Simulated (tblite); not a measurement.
Species: C4H7OS (doublet state).
Bonds: C1–C2, C2–O3, O3–C4, C4–C5, C5–S6 (double). Hydrogens: H7, H8, H9 on C1; H10, H11 on C2; H12 on C4; H13 on C5.

The geometry is computed with GFN2-xTB (gas phase). This method treats the open shell by occupation alone, without spin polarisation.

**Question.** What internal coordinates does the optimisation give?

**Answer.** 
| bond | length (bohr) | order |
| --- | --- | --- |
| C1–C2 | 2.881 | single |
| C2–O3 | 2.678 | single |
| O3–C4 | 2.526 | single |
| C4–C5 | 2.558 | single |
| C5=S6 | 3.203 | double |
| C1–H7, C1–H8, C1–H9 | 2.054 | single |
| C2–H10, C2–H11 | 2.069 | single |
| C4–H12 | 2.052 | single |
| C5–H13 | 2.042 | single |

Bonds in one row agree within 0.02 bohr and their mean is given. Orders are formal, as drawn. A selection of angles:
| angle | degrees |
| --- | --- |
| C2–C1–H7 | 109.6 |
| C2–C1–H8 | 110.6 |
| H7–C1–H8 | 108.9 |
| C1–C2–O3 | 111.8 |
| C1–C2–H10 | 110.4 |
| O3–C2–H10 | 105.2 |
| O3–C2–H11 | 110.0 |
| H10–C2–H11 | 109.1 |
| C2–O3–C4 | 116.9 |
| O3–C4–C5 | 121.9 |
| O3–C4–H12 | 117.9 |
| C5–C4–H12 | 120.2 |
| C4–C5–S6 | 121.7 |
| C4–C5–H13 | 120.3 |
| S6–C5–H13 | 118.0 |

Torsions: C1–C2–O3–C4 78° (synclinal); C2–O3–C4–C5 -174° (antiperiplanar); O3–C4–C5–S6 -179° (antiperiplanar). The mirror-image conformer, all signs reversed, is as good.

O3 (oxygen bonded to 2 C) is bent (angle 116.9°). C4 (carbon bonded to C, O and H) is planar (angles 121.9°, 120.2° and 117.9°, sum 360.0°, 0.01 Å off the plane of its three neighbours). C5 (carbon bonded to C, S and H) is planar (angles 121.7°, 120.3° and 118.0°, sum 360.0°, 0.00 Å off the plane of its three neighbours). Of the pairs four or more bonds apart, H11···H12 is among the closest relative to their van der Waals radii: 2.31 Å, 96 % of the sum of Bondi's values. The C–C distances run from 1.354 Å (C4–C5, drawn single in one of several resonance forms) to 1.525 Å (C1–C2, drawn single), a spread of 0.171 Å. The C–O distances run from 1.337 Å (O3–C4, drawn single) to 1.417 Å (C2–O3, drawn single), a spread of 0.080 Å.

Point group: C1 (no symmetry element, even within 0.4 Å). Its GFN2-xTB frequencies are all real (lowest 71 cm⁻¹).

Hardware: one thread, Arm Neoverse N1 (aarch64), shared host with 48 logical CPUs at a one-minute load of 24. Cost: 0.83 s wall. These figures are those of the optimisation.
